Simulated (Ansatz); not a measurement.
Worked example: C3H5 → C2H + CH4

Species: C3H5 `C=[C]C`, doublet; C2H `[C]#C`, doublet; CH4 (methane) `C`, singlet. 

Shapes, held fixed at every level: PBE0-D4/def2-TZVP. Programs: Ansatz 0.2.0. The zero-point and thermal change to 298 K, harmonic and unscaled (PBE0-D4/def2-TZVP), is -9.3 kJ/mol.

At B2PLYP/def2-TZVPP; 1 Eh = 2625.50 kJ/mol:

| species | energy (Eh) |
| --- | --- |
| C3H5 | -117.156406 |
| C2H | -76.570478 |
| CH4 | -40.487158 |

**Question.** Work out ΔH(298 K) of the reaction at this level.

**Answer.** 
1. Products less reactants: (-76.570478) + (-40.487158) − [(-117.156406)] = 0.098770 Eh = +259.3 kJ/mol.
2. With the thermal change: +259.3 + (-9.3) = +250.0 kJ/mol.

Other levels give +214.9 (HF/def2-TZVPP) to +319.9 kJ/mol (SPW92/def2-TZVPP). No measured value is set beside it here. Spin contamination: C3H5 (⟨S²⟩ up to 0.91), C2H (⟨S²⟩ up to 1.11). Open shells run unrestricted unless RO is named.
